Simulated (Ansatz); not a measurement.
# C2H2FNS: how energies converge with the basis set

An exercise on one series of results from a longer session: the logs are not shown, and one member is left open.

Computed with Ansatz 0.2.0, Gaussian basis. Level: one geometry, several basis sets.

The runs, in order: PBE0-D4/def2-SVP; ωB97M-V/def2-SVP; PBE0-D4/def2-QZVPP; ωB97M-V/def2-QZVPP; the functionals' def2-TZVPP values are taken from earlier runs.

## The relaxed structure

The geometry comes from an earlier relaxation with PBE0-D4 in a triple-zeta def2 set; it is a stationary point, not always the lowest conformer.

SMILES `FC1=NCS1`, 7 atoms, charge 0, spin multiplicity 1.

Atoms are counted from 1 here; the program's logs count them from 0.

Bond lengths: F1–C2 1.304 Å, C2–N3 1.267 Å, C2–S5 1.740 Å, N3–C4 1.461 Å, C4–S5 1.853 Å, C4–H6 1.089 Å, C4–H7 1.089 Å. Angles: F1–C2–N3 127.0°, F1–C2–S5 126.5°, N3–C2–S5 106.5°, C2–N3–C4 93.2°, N3–C4–S5 93.3°, N3–C4–H6 113.2°, N3–C4–H7 113.2°, S5–C4–H6 111.8°, S5–C4–H7 111.8°, H6–C4–H7 112.1°, C2–S5–C4 67.0°.

Set-up of the first run:

File in.yaml:

```yaml
crystal:
  periodic: [false, false, false]
  atoms:
    - {symbol: F, position_ang: [-1.061617, -2.118954, 0.356773]}
    - {symbol: C, position_ang: [-0.502878, -0.961315, 0.136035]}
    - {symbol: N, position_ang: [0.548263, -0.505760, 0.677234]}
    - {symbol: C, position_ang: [0.485667, 0.749053, -0.068008]}
    - {symbol: S, position_ang: [-1.060456, 0.264339, -0.966456]}
    - {symbol: H, position_ang: [0.328348, 1.618732, 0.568232]}
    - {symbol: H, position_ang: [1.323971, 0.885804, -0.749511]}
basis:
  gaussian: {orbitals: def2-SVP}
hamiltonian: {xc: pbe0, dispersion: d4}
output: {orbitals: {seedname: orbitals}}
```

Started as:

```console
$ ansatz run in.yaml --threads 2 --pin off --events-out ev --progress --plain --max-ram 4352MiB
```

Steps of the session up to this table: PBE0-D4 in def2-SVP; ωB97M-V in def2-SVP; PBE0-D4 in def2-QZVPP; ωB97M-V in def2-QZVPP.

One of the session's tables, all rows but one given; the rest of the session is left out.

It belongs to the step «Density functionals: the series». 

| functional | basis | HOMO (eV) |
| --- | --- | --- |
| PBE0-D4 | def2-SVP | ? |
| PBE0-D4 | def2-TZVPP | -7.62 |
| PBE0-D4 | def2-QZVPP | -7.66 |
| ωB97M-V | def2-SVP | -9.70 |
| ωB97M-V | def2-TZVPP | -9.80 |
| ωB97M-V | def2-QZVPP | -9.84 |

Estimate the missing values for PBE0-D4, def2-SVP.

**Answer.** HOMO (eV): -7.55. In the column «HOMO (eV)» it is the highest.
